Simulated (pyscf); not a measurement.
Structures and frequencies: ωB97X-D3(BJ)/def2-SVP in PySCF.

For `[OH][Zn][Cl]` + `[SeH2]` -> `[OH2]` + `[Cl][Zn][SeH]`, a four-centre exchange (singlet surface; O–Zn, H–Se broken, H–O, Se–Zn formed), PBE/def2-TZVP gives ΔE‡ = -29.4 kJ/mol and ΔE = -73.8 kJ/mol (zero: the separated reactants). In which direction and how far do PBE0-D3(BJ)/def2-TZVP, M06-2X/def2-TZVP, ωB97M-D3(BJ)/def2-TZVP move these?

PBE0-D3(BJ): ΔE‡ = -36.0 kJ/mol, ΔE = -83.9 kJ/mol; M06-2X: ΔE‡ = -37.1 kJ/mol, ΔE = -84.1 kJ/mol; ωB97M-D3(BJ): ΔE‡ = -19.9 kJ/mol, ΔE = -76.0 kJ/mol. PBE's barrier lies among them. Its reaction energy lies over all of them, by 2.1 to 10.2 kJ/mol. On the reactant side the descent ends in an adduct with a Se–Zn contact, 55.2 kJ/mol under the separated species and 18.1 kJ/mol under the saddle at ωB97X-D3(BJ)/def2-TZVP. On the product side the descent ends in an adduct with a O–Zn contact (not fully relaxed), 65.7 kJ/mol under the separated species and 115.9 kJ/mol under the saddle at ωB97X-D3(BJ)/def2-TZVP. At PBE, PBE0-D3(BJ), M06-2X, ωB97M-D3(BJ) the saddle lies under the separated reactants, which points to a path from their complex (located at ωB97X-D3(BJ) alone). What is counted as formed (Se–Zn) is already present as a longer contact in the reactant adduct; forming that adduct is a step of its own. What is counted as broken (O–Zn) persists as a longer contact in the product adduct; parting that adduct is a step of its own. At ωB97X-D3(BJ)/def2-TZVP the barrier from the zero used here is -37.1 kJ/mol. This is the saddle that the search found; another between the same sides may lie lower. Elements up to Kr have no core potential and no relativistic terms here.
